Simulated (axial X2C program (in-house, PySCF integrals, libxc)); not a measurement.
## Bond lengths and stretching modes, held linear, of NBO⁺

Computed with an axial X2C code built on PySCF integrals: two-component X2C with atomic mean-field Coulomb and Gaunt terms, Gaussian nuclei, basis N dyall-av3z, B dyall-v3z, O dyall-av3z with contracted cores. Spin-free rows use the one-electron spin-free X2C Hamiltonian.

Masses N 14.003, B 11.009, O 15.995 u. States: 2c Ω = 5/2 (beyond evenly filled blocks: ω = -1/2, 2 × ω = 3/2); spin-free M_S = 3/2, Λ = 1 (beyond evenly filled blocks: 2 × π+α, π+β, 2 × π-α).

HF, 2c: energies above the lowest point

```
r(N–B) (Å)  r(B–O) (Å)  E (meV)
    1.3962      1.2841    18.48
    1.3962      1.3170    25.75
    1.3962      1.3499    90.05
    1.4320      1.2841     0.00
    1.4320      1.3170     9.55
    1.4320      1.3499    75.92
    1.4320      1.3828   188.44
    1.4678      1.2841    24.34
    1.4678      1.3170    35.97
    1.4678      1.3499   104.26
    1.5036      1.3170    95.97
    1.5036      1.3828   281.78
```

Q: Fit a quadratic surface with cubic terms in each bond: where is the minimum, and what are the two stretching wavenumbers?

A: At HF, 2c: bonds 1.428 and 1.295 Å; harmonic stretches 894.1 and 1753.7 cm⁻¹; force constants 5.45, 9.43 and coupling 0.26 mdyn/Å.

The other levels and Hamiltonians give:

| Hamiltonian | level | r(N–B) (Å) | r(B–O) (Å) | lower stretch (cm⁻¹) | upper stretch (cm⁻¹) |
| --- | --- | --- | --- | --- | --- |
| 2c | PBE0 | 1.430 | 1.316 | 871.1 | 1665.1 |
| 2c | LDA | 1.424 | 1.324 | 860.9 | 1599.8 |
| 2c | MP2 | 1.438 | 1.317 | 875.1 | 1690.3 |
| spin-free | PBE0 | 1.430 | 1.316 | 871.2 | 1665.0 |
| spin-free | HF | 1.428 | 1.295 | 894.1 | 1753.8 |
| spin-free | LDA | 1.424 | 1.324 | 861.0 | 1599.7 |
| spin-free | MP2 | 1.438 | 1.318 | 875.1 | 1690.3 |

Each state is one determinant, the lowest of a limited PBE0 search; the stretches come from a fit to these few points and carry an uncertainty of a few per cent. Other orders of the atoms were not compared. MP2 freezes inner shells (threshold -2 hartree). The molecule was held linear; bending was not examined, so a bent shape may lie lower. Note: functional without a current term on a determinant with orbital currents, of the molecule or an atom. Note: several unpaired electrons, one determinant need not be a pure state.
